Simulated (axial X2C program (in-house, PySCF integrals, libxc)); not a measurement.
# Worked dissociation energy of AlN: PBE0, with spin–orbit coupling

Computed with an in-house relativistic program for diatomic molecules. Two-component (2c) means X2C with spin–orbit coupling and atomic mean-field two-electron Coulomb and Gaunt terms. Basis: Al dyall-v3z [8s8p2d1f], N dyall-v3z [6s6p2d1f] (cores contracted in-house); Gaussian nuclei, density fitting, unrestricted open shells. Masses: Al 26.982 u, N 14.003 u.

Molecular state: Ω = 2 (⟨Sz⟩ = 1.00, ⟨Lz⟩ = 1.00 at PBE0).

| Item | Value |
| --- | --- |
| E(Al) (2M_J = 1) | -242.668864 hartree |
| E(N) (2M_J = 3) | -54.573631 hartree |
| E(AlN) at Re | -297.331886 hartree |
| ωe | 745.6 cm⁻¹ |
| ωexe | 5.78 cm⁻¹ |

Problem. Work out De and D0.

Solution. De = -242.668864 + (-54.573631) − (-297.331886) = 0.08939 hartree = 2.432 eV. The zero-point energy is ωe/2 − ωexe/4 = 371 cm⁻¹ = 0.046 eV, so D0 = 2.386 eV.

De is counted from the lowest determinant-based energies of the atoms at the same level, without counterpoise correction. Density functionals use the spin component along the axis (collinear). The 2c atoms are single determinants rather than J levels; their spin–orbit lowering is only partly caught, and De is too large by that part. This holds for PBE0. Without a current term, density functionals place determinants with orbital angular momentum somewhat too high. The state is one determinant with fixed occupations, lowest in a PBE0 search at one distance only: followed along the bond, the spin-free determinant M_S = 1, Λ = 0 reaches 0.13 eV lower at PBE0, at Re = 1.934 Å, so the state shown is not the lowest. With several unpaired electrons one determinant need not be a pure state. A state of lower Ω lies just above, and one determinant can place such states too high, so the state shown need not be the lowest. The search has Ω = 1 only 0.02 eV up. Open-shell Ω = 0 determinants with evenly filled partner blocks cannot be reached by this program, so the Ω shown need not be the lowest component. The determinant is spin-polarised beyond a pure state at some levels (its spin-free form has ⟨S²⟩ too high), which makes Re and μ there less reliable.

Each atomic determinant is the lowest at this level and need not be a pure J level. Totals compare only within one Hamiltonian and basis.
